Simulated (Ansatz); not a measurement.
Geometry optimisation, RKS r2SCAN-D4/def2-TZVP (Ansatz 0.2.0).

Input:

```yaml
crystal:
  periodic: [false, false, false]
  atoms:
    - { symbol: B, position_ang: [-1.01841, 0.3376, -0.5468] }
    - { symbol: B, position_ang: [0.40022, 0.07506, 0.28175] }
    - { symbol: "N", position_ang: [1.00665, -1.15602, 0.29142] }
    - { symbol: H, position_ang: [-1.63255, -0.4867, -1.15482] }
    - { symbol: H, position_ang: [-1.56081, 1.41104, -0.60458] }
    - { symbol: H, position_ang: [0.92143, 1.05245, 0.90981] }
    - { symbol: H, position_ang: [1.88348, -1.23343, 0.82322] }
total_charge: -1
basis:
  gaussian: { orbitals: def2-TZVP }
hamiltonian:
  xc: r2scan
  dispersion: d4
relax:
  f_tol: 0.015
  max_steps: 40
```

Command:

```bash
$ ansatz run input.yaml --threads 2 --pin off --max-ram 3072MiB --backend cpu --events-out ev --progress --plain --runs-dir out
```

Q: Where does it end, and by what steps?

A: The run converged. Limits of this set-up: an anion without diffuse functions, the dipole of an ion depends on the origin. After 5 steps the energy has fallen by 0.055 eV; H4 moved furthest, 0.07 Å.

| step | energy less start (eV) | largest force component (eV/Å) | accepted |
| --- | --- | --- | --- |
| 0 | 0.0000 | 1.008 | yes |
| 1 | -0.0409 | 0.465 | yes |
| 2 | -0.0482 | 0.215 | yes |
| 3 | -0.0549 | 0.044 | yes |
| 4 | -0.0551 | 0.024 | yes |
| 5 | -0.0551 | 0.009 | yes |

```xyz
7
Properties=species:S:1:pos:R:3
B -1.019 0.362 -0.539
B 0.423 0.094 0.306
N 0.978 -1.181 0.265
H -1.589 -0.533 -1.134
H -1.603 1.433 -0.637
H 0.958 1.031 0.935
H 1.852 -1.206 0.805
```

Run time: 11 s on 2 threads of Arm Neoverse V2, with other jobs on the host, peak memory 0.17 GiB.
